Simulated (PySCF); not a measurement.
# S₄: structure of the singlet

The task is one start of a wider search on S₄: the singlet, from a T-shaped start. It is relaxed, tested by its Hessian and followed downhill if it is a saddle.

Computed with PySCF 2.14.0. Level: PBE0, basis S def2-TZVP, no relativity, density fitting.

**1. Where the work starts**

4 atoms, charge 0, spin multiplicity 1.

Bond lengths: S1–S2 1.880 Å, S1–S3 1.880 Å, S1–S4 1.880 Å. Angles: S2–S1–S3 88.0°, S2–S1–S4 88.0°, S3–S1–S4 176.0°.

Z-matrix (Å, degrees; charge 0 multiplicity 1):
```
S
S  1 1.8800
S  1 1.8800 2 88.00
S  1 1.8800 2 88.00 3 180.00
```

**2. Relaxing the singlet from the T-shaped start**

The steps below are one call of a driver around PySCF. For each, scf.py gives the equivalent set-up of the SCF; relaxations use the driver's own optimiser. Before each start the driver seeks the lowest SCF state from one or more starting densities and follows internal instabilities, so scf.py alone need not reach the same state.

The program finds C2v symmetry in the start, which this walk keeps.

scf.py reads:

```python
from pyscf import gto, scf, dft
mol = gto.M(atom='''
S      0.000000     0.000000    -0.502800
S      0.000000     0.000000     1.377200
S      1.878900    -0.000000    -0.437200
S     -1.878900     0.000000    -0.437200''',
    basis={'S': 'def2-TZVP'},
    charge=0, spin=0)
mf = dft.RKS(mol, xc='PBE0')
mf.grids.atom_grid = (50, 194)
aux = {'S': 'def2-universal-JKFIT'}
mf = mf.density_fit(auxbasis=aux)
mf.kernel()
```

After this run come: Frequencies; Following the imaginary mode; Hessian and properties.

Before running it: what results should come out? Wanted: minimum; geometry; wavenumbers; dipole moment; highest occupied, lowest empty level; polar-tensor charge of S1; zero-point energy; atomisation energy.

**Answer**, as computed:

```
                                 quantity                                                      value
                                  minimum                                               singlet, C2h
                                 geometry           S–S 1.914 Å (×2), S–S 2.031 Å; S–S–S 110.8° (×2)
                       wavenumbers (cm⁻¹)  97 (au), 128 (bu), 241 (ag), 519 (ag), 671 (bu), 684 (ag)
                            dipole moment                                                     0.00 D
     highest occupied, lowest empty level                                            -6.72, -4.47 eV
                polar-tensor charge of S1                                                    +0.46 e
                        zero-point energy                                                14.0 kJ/mol
                      entropy at 298.15 K                                            317.2 J/(mol K)
atomisation energy (no zero-point energy)                                                 933 kJ/mol
```

From C2v at the start the molecule goes to a C2h minimum, after a stop at a second-order saddle point 324.5 kJ/mol higher, from which it was pushed off along an imaginary mode. The strongest infrared band lies at 671 cm⁻¹ (bu). The dipole vanishes although S1 carries +0.5 e by the polar tensor: the bond dipoles cancel. Only this shape and spin were tried, so other structures or states may lie lower.
